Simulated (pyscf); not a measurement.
Optimised with ωB97X-D3(BJ)/def2-SVP in PySCF.

### Question
For the elementary gas-phase step `[NH2][SiH3]` -> `[SiH2]` [singlet] + `[NH3]` (singlet surface; H–Si, N–Si broken, H–N formed), what barrier and reaction energy does ωB97M-D3(BJ)/def2-TZVP give, measured from the reactant's lowest minimum found?

### Answer
ΔE‡ = 3.22 eV, ΔE = +2.83 eV. CCSD(T)/def2-TZVPP + ΔMP2(QZVPP) gives 3.26 eV and +2.84 eV. Zero-point energy shifts the barrier by -0.08 eV. It is a 1,1-elimination, with an imaginary mode of 1650i cm⁻¹. On the product side the descent ends in an adduct with a N–Si contact, 1.41 eV under the separated species and 1.69 eV under the saddle at ωB97X-D3(BJ)/def2-TZVP. What is counted as broken (N–Si) persists as a longer contact in the product adduct; parting that adduct is a step of its own. The same reactants have a lower exit, to H₂N–SiH: [singlet] + H₂ (barrier +2.75 eV at ωB97M-D3(BJ), against +3.22 eV here). One saddle was located; it need not be the lowest between these sides. The CCSD(T) − MP2 part came from Ansatz, without density fitting, on the same reference.
